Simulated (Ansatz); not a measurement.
Ansatz (a quantum-chemistry and plane-wave program) input (B3LYP-D3(BJ)/def2-TZVP):

Ansatz 0.2 input:
```yaml
crystal:
  periodic: [false, false, false]
  atoms:
    - {symbol: C, position_ang: [-0.69272317, 0.11838624, -0.00471318]}
    - {symbol: N, position_ang: [0.69817852, -0.11549684, -0.01936428]}
    - {symbol: H, position_ang: [-1.22204869, -0.63877871, -0.58426364]}
    - {symbol: H, position_ang: [-0.91948182, 1.14289724, -0.30190122]}
    - {symbol: H, position_ang: [-1.04052385, 0.01034810, 1.04968316]}
    - {symbol: H, position_ang: [1.08188890, -1.05423543, -0.13393290]}
    - {symbol: H, position_ang: [1.36925485, 0.63792927, 0.13424367]}
basis:
  gaussian:
    orbitals: def2-TZVP
hamiltonian:
  xc: b3lyp
  dispersion: d3bj
total_charge: 1
magnetization: {spin_polarized: true, initial_magnetization: 1}
phonons: {temperatures: {t_min: 298.15, t_max: 298.15, t_step: 100}}
```

Output:

```
Functional definition: B3LYP
integrals: 0.02 GiB planned
555 factors; their error is unknown
mean field: 0.25 GiB planned
mean field evaluation 1: about -2589.4380 eV, gradient 5.2e1 eV
mean field evaluation 2: about -2584.7223 eV, gradient 6.0e1 eV
mean field evaluation 4: about -2600.5962 eV, gradient 4.6e0 eV
mean field evaluation 8: about -2600.6843 eV, gradient 3.2e-2 eV
mean field evaluation 16: about -2600.6743 eV, gradient 1.6e-5 eV
mean field -2600.67433965 eV, -95.5730191818 hartree, gradient 1.6e-5 eV, S^2 0.754653; 0 other end points of the search recorded, 0 dependent functions left out
the calculation of the forces begins
reference -2600.67452601 eV, -95.5730260302 hartree; 9, 8 occupied and 83, 84 virtual orbitals, 555 factors
these checks for a lower state are left out or cut short: stability, starts, cluster_reference, orbital_swaps, neighbouring_geometries, increment
integrals: 0.02 GiB planned
555 factors; their error is unknown
mean field: 0.25 GiB planned
mean field -2600.67419567 eV, -95.5730138908 hartree, gradient 1.5e-6 eV, S^2 0.754664; 0 other end points of the search recorded, 0 dependent functions left out
the calculation of the forces begins
reference -2600.67438201 eV, -95.5730207386 hartree; 9, 8 occupied and 83, 84 virtual orbitals, 555 factors
these checks for a lower state are left out or cut short: stability, starts, cluster_reference, orbital_swaps, neighbouring_geometries, increment
integrals: 0.02 GiB planned
555 factors; their error is unknown
mean field: 0.25 GiB planned
mean field evaluation 32: about -2600.6742 eV, gradient 1.5e-6 eV
mean field -2600.67421225 eV, -95.5730144998 hartree, gradient 1.5e-6 eV, S^2 0.754641; 0 other end points of the search recorded, 0 dependent functions left out
the calculation of the forces begins
reference -2600.67439862 eV, -95.5730213488 hartree; 9, 8 occupied and 83, 84 virtual orbitals, 555 factors
these checks for a lower state are left out or cut short: stability, starts, cluster_reference, orbital_swaps, neighbouring_geometries, increment
integrals: 0.02 GiB planned
555 factors; their error is unknown
mean field: 0.25 GiB planned
mean field -2600.67417921 eV, -95.5730132856 hartree, gradient 1.5e-6 eV, S^2 0.754663; 0 other end points of the search recorded, 0 dependent functions left out
the calculation of the forces begins
reference -2600.67436557 eV, -95.5730201345 hartree; 9, 8 occupied and 83, 84 virtual orbitals, 555 factors
these checks for a lower state are left out or cut short: stability, starts, cluster_reference, orbital_swaps, neighbouring_geometries, increment
integrals: 0.02 GiB planned
555 factors; their error is unknown
mean field: 0.25 GiB planned
mean field -2600.67418245 eV, -95.5730134049 hartree, gradient 1.5e-6 eV, S^2 0.754642; 0 other end points of the search recorded, 0 dependent functions left out
the calculation of the forces begins
reference -2600.67436879 eV, -95.5730202528 hartree; 9, 8 occupied and 83, 84 virtual orbitals, 555 factors
these checks for a lower state are left out or cut short: stability, starts, cluster_reference, orbital_swaps, neighbouring_geometries, increment
integrals: 0.02 GiB planned
555 factors; their error is unknown
mean field: 0.25 GiB planned
mean field -2600.67414837 eV, -95.5730121524 hartree, gradient 1.5e-6 eV, S^2 0.754644; 0 other end points of the search recorded, 0 dependent functions left out
the calculation of the forces begins
reference -2600.67433471 eV, -95.5730190002 hartree; 9, 8 occupied and 83, 84 virtual orbitals, 555 factors
these checks for a lower state are left out or cut short: stability, starts, cluster_reference, orbital_swaps, neighbouring_geometries, increment
integrals: 0.02 GiB planned
[...]
the calculation of the forces begins
reference -2600.67449830 eV, -95.5730250119 hartree; 9, 8 occupied and 83, 84 virtual orbitals, 555 factors
these checks for a lower state are left out or cut short: stability, starts, cluster_reference, orbital_swaps, neighbouring_geometries, increment
integrals: 0.02 GiB planned
555 factors; their error is unknown
mean field: 0.25 GiB planned
mean field evaluation 96: about -2600.6743 eV, gradient 1.6e-6 eV
mean field -2600.67427949 eV, -95.5730169710 hartree, gradient 1.6e-6 eV, S^2 0.754651; 0 other end points of the search recorded, 0 dependent functions left out
the calculation of the forces begins
reference -2600.67446583 eV, -95.5730238187 hartree; 9, 8 occupied and 83, 84 virtual orbitals, 555 factors
these checks for a lower state are left out or cut short: stability, starts, cluster_reference, orbital_swaps, neighbouring_geometries, increment
integrals: 0.02 GiB planned
555 factors; their error is unknown
mean field: 0.25 GiB planned
mean field -2600.67428458 eV, -95.5730171580 hartree, gradient 1.7e-6 eV, S^2 0.754654; 0 other end points of the search recorded, 0 dependent functions left out
the calculation of the forces begins
reference -2600.67447095 eV, -95.5730240071 hartree; 9, 8 occupied and 83, 84 virtual orbitals, 555 factors
these checks for a lower state are left out or cut short: stability, starts, cluster_reference, orbital_swaps, neighbouring_geometries, increment
integrals: 0.02 GiB planned
555 factors; their error is unknown
mean field: 0.25 GiB planned
mean field -2600.67429809 eV, -95.5730176545 hartree, gradient 1.3e-6 eV, S^2 0.754654; 0 other end points of the search recorded, 0 dependent functions left out
the calculation of the forces begins
reference -2600.67448443 eV, -95.5730245024 hartree; 9, 8 occupied and 83, 84 virtual orbitals, 555 factors
these checks for a lower state are left out or cut short: stability, starts, cluster_reference, orbital_swaps, neighbouring_geometries, increment
integrals: 0.02 GiB planned
555 factors; their error is unknown
mean field: 0.25 GiB planned
mean field -2600.67430414 eV, -95.5730178768 hartree, gradient 1.1e-6 eV, S^2 0.754651; 0 other end points of the search recorded, 0 dependent functions left out
the calculation of the forces begins
reference -2600.67449051 eV, -95.5730247257 hartree; 9, 8 occupied and 83, 84 virtual orbitals, 555 factors
these checks for a lower state are left out or cut short: stability, starts, cluster_reference, orbital_swaps, neighbouring_geometries, increment
integrals: 0.02 GiB planned
555 factors; their error is unknown
mean field: 0.25 GiB planned
mean field -2600.67431023 eV, -95.5730181007 hartree, gradient 9.9e-7 eV, S^2 0.754645; 0 other end points of the search recorded, 0 dependent functions left out
the calculation of the forces begins
reference -2600.67449659 eV, -95.5730249490 hartree; 9, 8 occupied and 83, 84 virtual orbitals, 555 factors
these checks for a lower state are left out or cut short: stability, starts, cluster_reference, orbital_swaps, neighbouring_geometries, increment
integrals: 0.02 GiB planned
555 factors; their error is unknown
mean field: 0.25 GiB planned
mean field evaluation 128: about -2600.6743 eV, gradient 1.1e-6 eV
mean field -2600.67432942 eV, -95.5730188059 hartree, gradient 1.1e-6 eV, S^2 0.754660; 0 other end points of the search recorded, 0 dependent functions left out
the calculation of the forces begins
reference -2600.67451578 eV, -95.5730256544 hartree; 9, 8 occupied and 83, 84 virtual orbitals, 555 factors
these checks for a lower state are left out or cut short: stability, starts, cluster_reference, orbital_swaps, neighbouring_geometries, increment
integrals: 0.02 GiB planned
555 factors; their error is unknown
mean field: 0.25 GiB planned
mean field -2600.67429177 eV, -95.5730174221 hartree, gradient 1.7e-6 eV, S^2 0.754644; 0 other end points of the search recorded, 0 dependent functions left out
the calculation of the forces begins
reference -2600.67447811 eV, -95.5730242699 hartree; 9, 8 occupied and 83, 84 virtual orbitals, 555 factors
these checks for a lower state are left out or cut short: stability, starts, cluster_reference, orbital_swaps, neighbouring_geometries, increment
integrals: 0.02 GiB planned
555 factors; their error is unknown
mean field: 0.25 GiB planned
mean field -2600.67429802 eV, -95.5730176521 hartree, gradient 1.7e-6 eV, S^2 0.754661; 0 other end points of the search recorded, 0 dependent functions left out
the calculation of the forces begins
reference -2600.67448439 eV, -95.5730245010 hartree; 9, 8 occupied and 83, 84 virtual orbitals, 555 factors
these checks for a lower state are left out or cut short: stability, starts, cluster_reference, orbital_swaps, neighbouring_geometries, increment
integrals: 0.02 GiB planned
555 factors; their error is unknown
mean field: 0.25 GiB planned
mean field -2600.67431746 eV, -95.5730183662 hartree, gradient 1.1e-6 eV, S^2 0.754655; 0 other end points of the search recorded, 0 dependent functions left out
the calculation of the forces begins
reference -2600.67450384 eV, -95.5730252156 hartree; 9, 8 occupied and 83, 84 virtual orbitals, 555 factors
these checks for a lower state are left out or cut short: stability, starts, cluster_reference, orbital_swaps, neighbouring_geometries, increment
integrals: 0.02 GiB planned
555 factors; their error is unknown
mean field: 0.25 GiB planned
mean field -2600.67429376 eV, -95.5730174952 hartree, gradient 9.3e-7 eV, S^2 0.754650; 0 other end points of the search recorded, 0 dependent functions left out
the calculation of the forces begins
reference -2600.67448008 eV, -95.5730243426 hartree; 9, 8 occupied and 83, 84 virtual orbitals, 555 factors
these checks for a lower state are left out or cut short: stability, starts, cluster_reference, orbital_swaps, neighbouring_geometries, increment
integrals: 0.02 GiB planned
555 factors; their error is unknown
mean field: 0.25 GiB planned
mean field -2600.67421833 eV, -95.5730147234 hartree, gradient 1.5e-6 eV, S^2 0.754646; 0 other end points of the search recorded, 0 dependent functions left out
the calculation of the forces begins
reference -2600.67440468 eV, -95.5730215716 hartree; 9, 8 occupied and 83, 84 virtual orbitals, 555 factors
these checks for a lower state are left out or cut short: stability, starts, cluster_reference, orbital_swaps, neighbouring_geometries, increment
integrals: 0.02 GiB planned
555 factors; their error is unknown
mean field: 0.25 GiB planned
mean field evaluation 160: about -2600.6840 eV, gradient 2.5e-1 eV
mean field -2600.67423200 eV, -95.5730152257 hartree, gradient 2.5e-6 eV, S^2 0.754659; 0 other end points of the search recorded, 0 dependent functions left out
the calculation of the forces begins
reference -2600.67441836 eV, -95.5730220743 hartree; 9, 8 occupied and 83, 84 virtual orbitals, 555 factors
these checks for a lower state are left out or cut short: stability, starts, cluster_reference, orbital_swaps, neighbouring_geometries, increment
integrals: 0.02 GiB planned
555 factors; their error is unknown
mean field: 0.25 GiB planned
mean field -2600.67433383 eV, -95.5730189680 hartree, gradient 2.1e-6 eV, S^2 0.754652; 0 other end points of the search recorded, 0 dependent functions left out
the calculation of the forces begins
reference -2600.67452017 eV, -95.5730258158 hartree; 9, 8 occupied and 83, 84 virtual orbitals, 555 factors
these checks for a lower state are left out or cut short: stability, starts, cluster_reference, orbital_swaps, neighbouring_geometries, increment
integrals: 0.02 GiB planned
555 factors; their error is unknown
mean field: 0.25 GiB planned
mean field -2600.67433631 eV, -95.5730190592 hartree, gradient 2.1e-6 eV, S^2 0.754654; 0 other end points of the search recorded, 0 dependent functions left out
the calculation of the forces begins
reference -2600.67452268 eV, -95.5730259082 hartree; 9, 8 occupied and 83, 84 virtual orbitals, 555 factors
Total energy: -2600.79217450 eV, -95.5773495325 hartree
Atom 0 at    -0.692723     0.118386    -0.004713 Å, force    -0.000486     0.000015     0.000424 eV/Å
Atom 1 at     0.698179    -0.115497    -0.019364 Å, force     0.001018    -0.000170    -0.000017 eV/Å
Atom 2 at    -1.222049    -0.638779    -0.584264 Å, force     0.000162     0.000165    -0.000021 eV/Å
Atom 3 at    -0.919482     1.142897    -0.301901 Å, force     0.000101    -0.000194    -0.000078 eV/Å
Atom 4 at    -1.040524     0.010348     1.049683 Å, force    -0.000020     0.000033    -0.000187 eV/Å
Atom 5 at     1.081889    -1.054235    -0.133933 Å, force    -0.000275     0.000740     0.000044 eV/Å
Atom 6 at     1.369255     0.637929     0.134244 Å, force    -0.000501    -0.000589    -0.000166 eV/Å
Dipole moment:     0.280262    -0.055130     0.047549 e Å
Vibrations: 60.41 707.66 911.30 996.23 1072.90 1235.16 1327.64 1402.47 1477.20 1629.85 2822.62 3063.96 3143.64 3434.02 3539.07 cm⁻¹, zero-point energy 1.662884 eV
```
